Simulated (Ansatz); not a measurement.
Species: N$_{2}$O (charge +1, doublet). 
Coordinates optimised at B3LYP-D3(BJ)/def2-TZVP (Ansatz, a first-principles code):
```xyz
3

N      0.0000     0.0000    -1.2050
N      0.0000     0.0000    -0.0698
O      0.0000     0.0000     1.1155
```
Charge +1, spin multiplicity 2.

Basis-set convergence of Hartree-Fock and MP2 correlation energies (hartree) with Ansatz. Valence correlation only, unless marked. Open shells are spin-unrestricted. No spin-orbit coupling. Non-relativistic.

The UHF reference is spin-contaminated (<S^2> 0.26 over the pure value in the largest basis). The T1 diagnostic of CCSD in the largest basis is 0.047, which is high, so the coupled-cluster rows are less sure than usual.

| basis | functions | E(HF) | E(corr, MP2) |
|---|---|---|---|
| cc-pVDZ | 42 | -183.28900 | -0.43204 |
| cc-pVTZ | 90 | -183.34288 | -0.53469 |
| cc-pVQZ | 165 | -183.35602 | -0.57296 |

Extrapolating the two largest sets (X = 3 and 4) as X^-3: E(corr) = (64·(-0.57296) - 27·(-0.53469))/37 = -0.6009 Eh, an estimate of the basis-set limit. The largest set recovers 95.4 % of it, the smallest 71.9 %.
